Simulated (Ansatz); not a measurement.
## Exact exchange and the electronic atomisation energy of C2F3N (cyanotrifluoromethane)

C2F3N: 6 atoms, total charge 0, spin state singlet. As SMILES, `N#CC(F)(F)F`. Geometry: relaxed at PBE0-D4/def2-TZVP.

The electronic atomisation energy y, in eV, basis cc-pVDZ; a is the functional's share of exact exchange. Programs: Ansatz 0.2.0.

```
functional  program     a  y (eV)
    revPBE   Ansatz     0   27.91
       PBE   Ansatz     0   29.48
     B3LYP   Ansatz   0.2   27.29
   r2SCAN0   Ansatz  0.25       ?
      PBE0   Ansatz  0.25   27.65
     BHLYP   Ansatz   0.5   25.11
```

Problem. Fit y = c + s·a to the known rows and predict r2SCAN0.

Solution. 
1. Means of the 5 rows: a = 0.1900, y = 27.488.
2. Σ(Δa)² = 0.172, Σ(Δa·Δy) = -1.1881, so the slope is -1.1881/0.172 = -6.9076.
3. Intercept: 27.488 − (-6.9076) × 0.1900 = 28.800. The largest residual of the fit is 0.89.
4. r2SCAN0: 28.800 + (-6.9076) × 0.25 = 27.07 eV.

The run gave 26.19 eV, so the prediction is off by +0.88 eV, within the scatter of the fit. The rows mix families of semi-local functionals, which the line can't see.
